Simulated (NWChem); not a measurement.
Program: NWChem. System: HLi, charge 0, spin multiplicity 1, at a geometry optimised with PBE0/def2-SVP. The structure started from a generated list of species. Level: CR-CCSD(T)/def2-TZVP, no orbitals frozen.

Job file:

```
start mol
memory heap 100 mb stack 700 mb global 1900 mb
geometry units angstroms nocenter noautoz
  Li     0.000000     0.000000     0.399406
  H      0.000000     0.000000    -1.198218
  symmetry group C2v
end
basis spherical
  * library def2-tzvp
end
scf
  rhf
  nopen 0
  maxiter 100
  thresh 1e-7
  semidirect memsize 60000000 filesize 0
end
tce
  cr-ccsd(t)
  2eorb
  2emet 13
  thresh 1e-6
  maxiter 100
  tilesize 24
end
task tce energy
```

Part of the output:

```
             Northwest Computational Chemistry Package (NWChem) 7.3.0
             --------------------------------------------------------

                                NWChem Input Module
                                -------------------

 Scaling coordinates for geometry "geometry" by  1.889725989
 (inverse scale =  0.529177249)

 Turning off AUTOSYM since
 SYMMETRY directive was detected!

                             Geometry "geometry" -> ""
                             -------------------------

 Output coordinates in angstroms (scale by  1.889725989 to convert to a.u.)

  No.       Tag          Charge          X              Y              Z
 ---- ---------------- ---------- -------------- -------------- --------------
    1 Li                   3.0000     0.00000000     0.00000000     0.39940600
    2 H                    1.0000     0.00000000     0.00000000    -1.19821800

 Effective nuclear repulsion energy (a.u.)       0.9936829611

            Nuclear Dipole moment (a.u.)
            ----------------------------
        X                 Y               Z
 ---------------- ---------------- ----------------
     0.0000000000     0.0000000000     0.0000000000

      Symmetry information
      --------------------

 Group name             C2v
 Group number             16
 Group order               4
 No. of unique centers     2

      Symmetry unique atoms

     1    2


 Summary of "ao basis" -> "" (spherical)
 ------------------------------------------------------------------------------
       Tag                 Description            Shells   Functions and Types
 ---------------- ------------------------------  ------  ---------------------
 *                         def2-tzvp                  on all atoms

 Summary of "ao basis" -> "ao basis" (spherical)
 ------------------------------------------------------------------------------
       Tag                 Description            Shells   Functions and Types
 ---------------- ------------------------------  ------  ---------------------
 Li                        def2-tzvp                 8       14   5s3p
[...]
           Alpha electrons :     2
            Beta electrons :     2
           No. of orbitals :    40
            Alpha orbitals :    20
             Beta orbitals :    20
        Alpha frozen cores :     0
         Beta frozen cores :     0
     Alpha frozen virtuals :     0
      Beta frozen virtuals :     0
         Spin multiplicity : singlet
    Number of AO functions :    20
       Number of AO shells :    12
        Use of symmetry is : on
      Symmetry adaption is : on
         Schwarz screening : 0.10D-09

          Correlation Information
          -----------------------
          Calculation type : Coupled-cluster singles & doubles w/ perturbation
   Perturbative correction : Completely renormalized (T)
            Max iterations :      100
        Residual threshold : 0.10D-05
     T(0) DIIS level shift : 0.00D+00
     L(0) DIIS level shift : 0.00D+00
     T(1) DIIS level shift : 0.00D+00
     L(1) DIIS level shift : 0.00D+00
     T(R) DIIS level shift : 0.00D+00
     T(I) DIIS level shift : 0.00D+00
   CC-T/L Amplitude update :  5-th order DIIS
                I/O scheme : Global Array Library
        L-threshold :  0.10D-05
        EOM-threshold :  0.10D-05
 no EOMCCSD initial starts read in
 TCE RESTART OPTIONS
 SLICE:      F
 D4D5:       F
 quantumc:   F
 qrotation:  F
 pwtce:      F
 qducc:      F
 nacto:                         0
 nrotv:                         0
 nrot:                          0

            Memory Information
            ------------------
          Available GA space size is     249036400 doubles
          Available MA space size is     104856340 doubles

 Maximum block size supplied by input
 Maximum block size        24 doubles

 tile_dim =     10

 -------------------------------------------------

 Global array virtual files algorithm will be used

 Parallel file system coherency ......... OK

 4-electron integrals stored in orbital form

 v2    file size   =            21856
 4-index algorithm nr.  13 is used
 imaxsize =       30
 imaxsize ichop =        0


CCSD iterations
 ---------------------------------------------------------
 Iter          Residuum       Correlation     Cpu    Wall
 ---------------------------------------------------------
    1   0.0998001376610  -0.0514952008116     0.0     0.0
    2   0.0217297254839  -0.0599139995307     0.0     0.0
    3   0.0081308140066  -0.0617976080796     0.0     0.0
    4   0.0040400412153  -0.0623902315349     0.0     0.0
    5   0.0023406969884  -0.0626223301018     0.0     0.0
    6   0.0005014543229  -0.0628606417219     0.0     0.0
    7   0.0002645311765  -0.0628574020458     0.0     0.0
    8   0.0001585937191  -0.0628596841900     0.0     0.0
    9   0.0001092627756  -0.0628608994998     0.0     0.0
   10   0.0000743860995  -0.0628621731710     0.0     0.0
   11   0.0000106254311  -0.0628653064191     0.0     0.0
   12   0.0000044199519  -0.0628657565191     0.0     0.0
   13   0.0000024391898  -0.0628659308442     0.0     0.0
   14   0.0000014812870  -0.0628660145657     0.0     0.0
   15   0.0000009275415  -0.0628660617394     0.0     0.0
 -----------------------------------------------------------------
 Iterations converged
 CCSD correlation energy / hartree =        -0.062866061739425
 CCSD total energy / hartree       =        -8.048041642156864

 Singles contributions

 Doubles contributions
 CR-CCSD(T)

 CR-CCSD[T]  correction energy / hartree =        -0.000080839568033
 CR-CCSD[T] correlation energy / hartree =        -0.062946901307458
 CR-CCSD[T] total energy / hartree       =        -8.048122481724898
 CR-CCSD(T)  correction energy / hartree =        -0.000078254444265
 CR-CCSD(T) correlation energy / hartree =        -0.062944316183690
 CR-CCSD(T) total energy / hartree       =        -8.048119896601129

 Task  times  cpu:        0.1s     wall:        0.1s

 Total times  cpu:        0.1s     wall:        0.1s
```
